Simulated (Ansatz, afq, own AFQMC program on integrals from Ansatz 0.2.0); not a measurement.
Integrals from Ansatz 0.2.0, then the random walk in our own AFQMC program (afq).

```yaml
crystal:
  periodic: [false, false, false]
  atoms:
    - {symbol: Al, position_ang: [0.000000, -0.084877, 0.620504]}
    - {symbol: N, position_ang: [0.000000, 0.035620, -1.143535]}
    - {symbol: H, position_ang: [0.000000, 1.349999, 1.353786]}
    - {symbol: H, position_ang: [0.000000, 0.427096, -2.073077]}
basis:
  gaussian: {orbitals: cc-pVDZ}
magnetization: {spin_polarized: false, initial_magnetization: 2}
correlation: {method: ccsd_t, electrons: outside_noble_gas, hamiltonian_folder: ham}
```

```sh
$ ansatz run in.yaml --threads 1 --pin off --events-out ev --progress --plain --max-ram 1382MiB
```

Options of the walk:

```
--method phaseless --trial cisd --walkers 60 --populations 1 --least-time 40 --time-step 0.005 --steps-per-block 50 --equilibration-blocks 28 --max-blocks 300 --target-error 0.00038 --factor-cut 1e-05 --start spin_pure --seed 4202 --release-times 0.24,0.51,0.99,1.62,2.4 --release-step 0.03 --release-every 4 --taylor-order 6
```

Times are imaginary, in 1/Eh. The walk had a cap of 1086 s.

Log:

```
orbitals 36  electrons 6 4  factors 267 of 404
reference energy -297.45847467 Eh
CCSD correlation -0.21294980 Eh in 12 cycles, weight of the determinant in the CISD state 0.8978
energy of the start -297.671425 Eh
 block  time / (1/Eh)  mean weight  energy / Eh
     1     0.250  1.0009  -297.669601
     2     0.500  0.9993  -297.670676
     3     0.750  0.9998  -297.672104
     4     1.000  0.9983  -297.672844
     5     1.250  1.0009  -297.673847
     8     2.000  0.9996  -297.676601
    17     4.250  0.9995  -297.676192
    41    10.250  0.9988  -297.675141
    65    16.250  0.9993  -297.679223
    89    22.250  1.0021  -297.676144
   113    28.250  1.0040  -297.673506
   137    34.250  0.9994  -297.674081
   161    40.250  1.0011  -297.673504
   185    46.250  1.0007  -297.678336
   209    52.250  0.9982  -297.676686
   233    58.250  0.9997  -297.679910
   257    64.250  0.9987  -297.672740
   281    70.250  0.9969  -297.673867
   305    76.250  1.0010  -297.683568
   321    80.250  0.9980  -297.677868
blocks merged  error / Eh  count
     1  0.000344  300
     2  0.000373  150
     4  0.000462  75
     8  0.000497  37
    16  0.000499  18
    32  0.000475  9
released: time / (1/Eh)  energy / Eh  error  mean overlap
  0.24  -297.677650  0.000435  0.9961
  0.51  -297.677600  0.000368  1.0064
  0.99  -297.677889  0.000289  0.9957
  1.62  -297.678115  0.000436  0.9948
  2.40  -297.677741  0.000371  1.0184
energy -297.677862 +/- 0.000499 Eh
(rows thinned)
```

The run passed its tests (sampling time, drift between the halves within three errors, error under three times the target), which doesn't prove that it has relaxed.

Against this walk (error 13.6 meV) on the same determinant: CCSD(T) 36.7 meV higher, CCSDT(Q) 4.4 meV lower (within the noise). The error is statistical and leaves out the bias of the constraint. Released to 2.40 1/Eh the energy moves by 3 ± 17 meV (both errors), within twice the noise.

Cautions: constraint bias not in the error; error above the target (13.6 against 10.3 meV); lower spins were not checked.

The walk took 5.6 min on 1 thread of Intel(R) Xeon(R) Platinum 8488C (Sapphire Rapids) (shared host). The log's last line is the phaseless energy.

CCSDT and higher add their correlation energy to the determinant of the CCSD(T) run, since their own runs factorise the integrals more tightly (a shift of under 2 meV). A walk keeps the symmetry of its determinant, which the program's search chose and which needn't be the lowest solution, so a lower state of the same spin and another symmetry isn't excluded.
